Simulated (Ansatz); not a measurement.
Species: C2H5, SMILES `[CH2]C` (charge 0, multiplicity 2).

**Question.** Give a relaxed geometry from PBE-D3(BJ)/def2-TZVP (Ansatz, a program for electronic structure).

**Answer.** the end point of this relaxation (outside a Z-matrix the atoms follow the SMILES, hydrogens last).
Z-matrix (Å, degrees):
```
C
H 1 1.1007
H 1 1.1010 2 108.29
H 1 1.1102 2 106.08 3 113.42
C 1 1.4826 2 112.04 4 122.54
H 5 1.0898 1 120.97 2 155.45
H 5 1.0899 6 117.57 1 -172.46
```
